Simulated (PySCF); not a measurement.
Silicon: a sound run and one with changed settings

Sound run: Si [Ne] 3s2 3p2, Si⁺ [Ne] 3s2 3p1. Computed with PySCF 2.14 in cc-pV(T+d)Z (5s4p3d1f, 39 functions), with the non-relativistic Hamiltonian (point nucleus). The sound run starts from symmetry-adapted Hartree-Fock orbitals and uses a fine grid where one is needed.

Changed run: initial guess minao, at most 5 SCF cycles. This setting is unsound on purpose.

| species | method | sound run (hartree) | changed run (hartree) | converged |
| --- | --- | --- | --- | --- |
| Si | UHF | -288.85649 | -288.85649 | no |
| Si | PBE | -289.22661 | -289.22661 | no |
| Si | M06-2X | -289.35275 | -289.35275 | no |
| Si⁺ | UHF | -288.57573 | -288.57573 | no |
| Si⁺ | PBE | -288.92558 | -288.92558 | no |
| Si⁺ | M06-2X | -289.06037 | -289.06037 | no |

The SCF was stopped early; the energies are upper bounds that still move, and correlated levels were skipped or rest on poor orbitals.
